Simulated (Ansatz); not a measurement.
# CHNO3S: the cost of one run

Method: the levels named in each step, in Ansatz 0.2.0.

**1. The system as given**

Bond lengths: N1–C2 1.183 Å, C2–O3 1.162 Å, O4–S5 1.439 Å, S5–O6 1.437 Å, N1–H7 0.993 Å. Angles: N1–C2–O3 169.6°, C2–N1–H7 140.2°, O4–S5–O6 115.2°.

Structure file:

```xyz
7

N     1.0125    2.6124    0.2317
C     0.2119    1.7569    0.3914
O    -0.6290    1.0257    0.7198
O    -0.4306   -0.8309   -1.4791
S    -0.4597   -1.2445   -0.1015
O     0.8268   -1.4882    0.4916
H     1.7259    2.8811   -0.4042
```

**2. A rough first relaxation, PBE-D4/def2-SVP**

This run stands in another session on the same molecule. It ended at:

```xyz
7

N     0.5136    2.1946   -0.1760
C     0.0563    2.0922    0.9532
O    -0.3735    2.1524    2.0522
O     0.9045   -0.3635   -1.7229
S     0.4856   -1.5286   -0.8950
O    -0.0318   -1.2610    0.4661
H     0.7030    1.4264   -0.8281
```

**3. Relaxation, HF/STO-3G**

input.yaml reads:

```yaml
crystal:
  periodic: [false, false, false]
  atoms:
    - { symbol: "N", position_ang: [0.51359672, 2.19463352, -0.17597084] }
    - { symbol: C, position_ang: [0.05634132, 2.09221364, 0.95323619] }
    - { symbol: O, position_ang: [-0.37352616, 2.15243819, 2.0521517] }
    - { symbol: O, position_ang: [0.90451141, -0.36347746, -1.72289625] }
    - { symbol: S, position_ang: [0.48561189, -1.52862749, -0.89496042] }
    - { symbol: O, position_ang: [-0.03180077, -1.26100776, 0.46610788] }
    - { symbol: H, position_ang: [0.7029656, 1.42637736, -0.82805826] }
basis:
  gaussian: { orbitals: STO-3G }
hamiltonian:
  xc: hf
relax:
  f_tol: 0.002
  max_steps: 150
```

Command:

```console
ansatz run input.yaml --threads 4 --pin off --max-ram 10240MiB --backend cpu --events-out ev --progress --plain --runs-dir out
```

Q: Estimate wall time and peak memory on 4 threads of Intel Xeon Platinum 8175M at 2.50GHz (Skylake/Cascade Lake), shared host.

About 33 s, with a peak of 0.14 GiB.
